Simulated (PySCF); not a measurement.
Nitrogen trifluoride, NF₃.
Numbering: `[F:1][N:2]([F:3])[F:4]`

Jobs on this species (4 atoms, 34 electrons) with PySCF (density fitting). Hardware of each: Arm Neoverse V1, one thread, no GPU (shared host). The host was shared with other jobs, so the times are rough. Peak memory is the resident size of the whole Python process, interpreter and libraries included.

```tsv
level and settings	work	basis functions	SCF cycles	wall time	peak memory
LDA/pcJ-1	spin–spin couplings from 4 perturbed nuclei	108	?	?	?
PBE0/pcJ-1	spin–spin couplings from 4 perturbed nuclei	108	12	3.8 s	0.48 GiB
PBE0/aug-cc-pVDZ	shieldings, charges and field gradients	92	12	3.0 s	0.43 GiB
HF/pcJ-1	spin–spin couplings from 4 perturbed nuclei	108	10	1.8 s	0.47 GiB
PBE0/pcSseg-0	shieldings, charges and field gradients	36	11	1.4 s	0.45 GiB
B97-2/pcJ-1	spin–spin couplings from 4 perturbed nuclei	108	12	3.8 s	0.48 GiB
PBE0/cc-pVDZ	shieldings, charges and field gradients	56	12	2.0 s	0.31 GiB
PBE0/pcSseg-3	shieldings, charges and field gradients	288	12	25 s	1.1 GiB
PBE0/cc-pVTZ	shieldings, charges and field gradients	120	12	4.5 s	0.43 GiB
```

Problem. Fill in the missing figures.

Solution. 
- LDA/pcJ-1; spin–spin couplings from 4 perturbed nuclei: 2.6 s, 0.47 GiB, 13 SCF cycles

Problem. What do all jobs in the table cost together?

Solution. About 48 s; the longest takes about 52 % of that, and about 18 times as long as the shortest.
